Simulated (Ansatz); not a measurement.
Ideal-gas functions of H3NSi (`N[SiH]`) at 298.15 K and 1 bar, from an Ansatz frequency run at PBE0-D4/def2-TZVP.

Molar mass 45.12 g/mol, point group Cs (symmetry number 1), electronic degeneracy 1, moments of inertia 3.668, 33.413, 37.081 u Å². Harmonic wavenumbers (cm⁻¹, unscaled): 585, 694, 743, 875, 960, 1591, 1999, 3584, 3682.

Use S(trans) = R[1.5 ln M + 2.5 ln T − 1.1517]; rotational temperatures θ = 24.2544 K / I; S(rot) = R[ln(√π/σ · √(T³/θAθBθC)) + 1.5]; for each mode x = 1.438777 ν̃/T, S = R[x/(eˣ − 1) − ln(1 − e⁻ˣ)] and H = RT x/(eˣ − 1); 1 cm⁻¹ = 0.0119627 kJ/mol; R = 8.31446 J/(mol·K).

Problem. By hand: the entropy, in J/(mol·K).

Solution. Translation 156.4. Rotation: θ = 6.6124, 0.7259, 0.6541 K, giving 83.5. Vibration, mode by mode: 1.99, 1.31, 1.08, 0.65, 0.46, 0.03, 0.01, 0.00, 0.00, in all 5.5. Electronic 0.0. Sum 245.4 J/(mol·K).

Problem. By hand: H − E and G − E in kJ/mol, counted from the electronic energy.

Solution. Zero-point energy ½ × 14713 × 0.0119627 = 88.0; thermal vibration 1.3; translation, rotation and pV give 4 RT = 9.9. H − E = 99.2 kJ/mol, and G − E = 99.2 − 298.15 × 245.4/1000 = 26.0 kJ/mol.

Vibration gives 2 % of the entropy.
